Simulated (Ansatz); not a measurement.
C₃H₆, singlet in STO-3G: errors against RCCSDTQ

Geometry: MP2(full)/6-31G*, from the G2/97 set.

```xyz
9

C     0.0000    0.8670    0.0000
C     0.7508   -0.4335    0.0000
C    -0.7508   -0.4335    0.0000
H     0.0000    1.4558    0.9105
H     0.0000    1.4558   -0.9105
H     1.2607   -0.7279   -0.9105
H     1.2607   -0.7279    0.9105
H    -1.2607   -0.7279    0.9105
H    -1.2607   -0.7279   -0.9105
```

Basis STO-3G; Ansatz 0.2.0. Only valence electrons are correlated (noble-gas cores frozen), which leaves 18 electrons in 18 orbitals. Prefix R: restricted or restricted open-shell reference.

Full CI isn't at hand for all of this; RCCSDTQ serves as the reference, and is uncertain by about the last step of the cluster series.

```
UHF ⟨S²⟩                          : 0.000
T1 diagnostic (RCCSD)             : 0.0014
largest doubles amplitude (RCCSD) : 0.072
```

Question: From what is known of these methods and the diagnostics, rank them by the size of their error in total energy against RCCSDTQ in STO-3G, smallest first (an estimate: the text doesn't fix the numbers).
A. CISD
B. RHF
C. BCCD(T)
D. RMP2
E. RCCSD

Answer: C (0.40 kcal/mol), E (1.25 kcal/mol), A (11.55 kcal/mol), D (32.15 kcal/mol), B (130.37 kcal/mol).

All errors are against RCCSDTQ in STO-3G. Within each family the higher level lies nearer, as is usual though not guaranteed.

Atomization energy (electronic, same basis, no zero-point term; atoms at the same level, unrestricted beside the R rows where the molecule is a closed shell, with restricted open-shell steps beyond CCSDT(Q)) at RCCSDTQ: 3724.2 kJ/mol. Errors of other levels:

```json
{"level": "RHF", "error (kJ/mol)": "-386.2"}
{"level": "RMP2", "error (kJ/mol)": "-52.7"}
{"level": "CISD", "error (kJ/mol)": "-48.3"}
{"level": "RCCSD", "error (kJ/mol)": "-5.2"}
{"level": "RCCSD(T)", "error (kJ/mol)": "-1.7"}
{"level": "BCCD(T)", "error (kJ/mol)": "-1.7"}
{"level": "RCCSDT", "error (kJ/mol)": "-0.9"}
{"level": "CISDTQ", "error (kJ/mol)": "-2.4"}
{"level": "RCCSDT(Q)", "error (kJ/mol)": "-0.1"}
```

This basis is far from its limit, so the value isn't to be set against a measured one. Truncated CI isn't size-consistent, which counts against it in atomization.
